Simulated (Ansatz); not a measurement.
# C3H6Cl2: small, medium and large basis sets

Aim: see how fast density functionals converge with the basis set for C3H6Cl2.

Computed with Ansatz 0.2.0, Gaussian basis. Level: one geometry, several basis sets.

Plan: PBE0-D4/def2-SVP; ωB97M-V/def2-SVP; PBE0-D4/def2-QZVPP; ωB97M-V/def2-QZVPP; the functionals' def2-TZVPP values are taken from earlier runs.

## Step 1: Structure used throughout

An earlier PBE0-D4 in a triple-zeta def2 set relaxation fixed the geometry.

SMILES `ClCCCCl`, 11 atoms, charge 0, spin multiplicity 1.

Atoms are counted from 1 here; the program's logs count them from 0.

Bond lengths: Cl1–C2 1.782 Å, C2–C3 1.511 Å, C2–H6 1.091 Å, C2–H7 1.088 Å, C3–C4 1.512 Å, C3–H8 1.095 Å, C3–H9 1.093 Å, C4–Cl5 1.788 Å, C4–H10 1.089 Å, C4–H11 1.090 Å. Angles: Cl1–C2–C3 110.9°, Cl1–C2–H6 106.8°, Cl1–C2–H7 107.0°, C3–C2–H6 111.5°, C3–C2–H7 111.5°, H6–C2–H7 108.9°, C2–C3–C4 112.8°, C2–C3–H8 109.3°, C2–C3–H9 109.8°, C4–C3–H8 107.8°, C4–C3–H9 109.9°, H8–C3–H9 107.2°, C3–C4–Cl5 112.2°, C3–C4–H10 110.9°, C3–C4–H11 111.8°, Cl5–C4–H10 106.4°, Cl5–C4–H11 106.4°, H10–C4–H11 108.8°.

## Step 2: PBE0-D4 in def2-SVP

in.yaml reads:

```yaml
crystal:
  periodic: [false, false, false]
  atoms:
    - {symbol: Cl, position_ang: [1.408210, 2.386194, -0.287119]}
    - {symbol: C, position_ang: [0.395898, 1.097545, 0.411906]}
    - {symbol: C, position_ang: [0.275519, -0.070375, -0.539952]}
    - {symbol: C, position_ang: [-0.537143, -1.210021, 0.032371]}
    - {symbol: Cl, position_ang: [-2.240740, -0.749632, 0.317153]}
    - {symbol: H, position_ang: [0.865846, 0.801263, 1.350402]}
    - {symbol: H, position_ang: [-0.575942, 1.537363, 0.627946]}
    - {symbol: H, position_ang: [1.274967, -0.454842, -0.769137]}
    - {symbol: H, position_ang: [-0.165004, 0.264250, -1.482044]}
    - {symbol: H, position_ang: [-0.557832, -2.055208, -0.653680]}
    - {symbol: H, position_ang: [-0.143777, -1.546539, 0.992165]}
basis:
  gaussian: {orbitals: def2-SVP}
hamiltonian: {xc: pbe0, dispersion: d4}
output: {orbitals: {seedname: orbitals}}
```

Command:

```console
$ ansatz run in.yaml --threads 4 --pin off --events-out ev --progress --plain --max-ram 10444MiB
```

After this run come: ωB97M-V in def2-SVP; PBE0-D4 in def2-QZVPP; ωB97M-V in def2-QZVPP.

Before running them: what should the planned runs give, taken together? Wanted: PBE0-D4: double and triple zeta above quadruple; ωB97M-V: double and triple zeta above quadruple.

The runs gave:

| quantity | value |
| --- | --- |
| PBE0-D4: double and triple zeta above quadruple | 13.15, 0.92 eV |
| ωB97M-V: double and triple zeta above quadruple | 13.23, 0.89 eV |

**Reading.** For PBE0-D4 the step from double to triple zeta gains 12.23 eV and the next only 0.92 eV. These are total energies; as a rule much of such shifts cancels in differences, which this series doesn't test. The LUMO of ωB97M-V is positive and keeps falling with the basis (2.94 to 1.59 eV): an unbound level that the basis holds in place.
